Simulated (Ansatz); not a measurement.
C₃H₆FN, SMILES NCC=CF, a ranking of conformers

With the Ansatz DFT code, driven from Python.

The cells in order, each with its output:

In [1]:
```python
import ansatz
from rdkit import Chem
from rdkit.Chem import AllChem
```

In [2]:
```python
rd = Chem.AddHs(Chem.MolFromSmiles("NCC=CF"))
ids = list(AllChem.EmbedMultipleConfs(rd, numConfs=20, randomSeed=912, pruneRmsThresh=0.4))
field = [energy for _, energy in AllChem.MMFFOptimizeMoleculeConfs(rd)]
distinct = {round(e, 2): i for i, e in zip(ids, field)}
chosen = sorted(distinct.items())[:3]
found = []
for force_field, index in chosen:
    system = ansatz.Crystal.molecule()
    for atom, xyz in zip(rd.GetAtoms(), rd.GetConformer(index).GetPositions()):
        system = system.atom(atom.GetSymbol(), xyz.round(5).tolist())
    base = system.calculation()
    base = base.basis(gaussian="6-31G*")
    base = base.functional("HF")
    found.append(base.run().report["free_energy_ev"])
print("conformer   MMFF (kcal/mol)   this level (kJ/mol)")
for (force_field, index), e in zip(chosen, found):
    print(f"{index:9d} {force_field - chosen[0][0]:17.2f} {96.485332 * (e - min(found)):17.3f}")
```
```text
conformer   MMFF (kcal/mol)   this level (kJ/mol)
        4              0.00             0.000
        3              0.39             4.252
        0              0.43             1.875
```

Notes:
- These settings explore the input space; basis and method may be short of convergence.
- The conformers keep their force-field geometries.
- The whole script took 2.8 s on 1 thread of Arm Neoverse V2, on a shared host, peak memory 0.26 GiB.
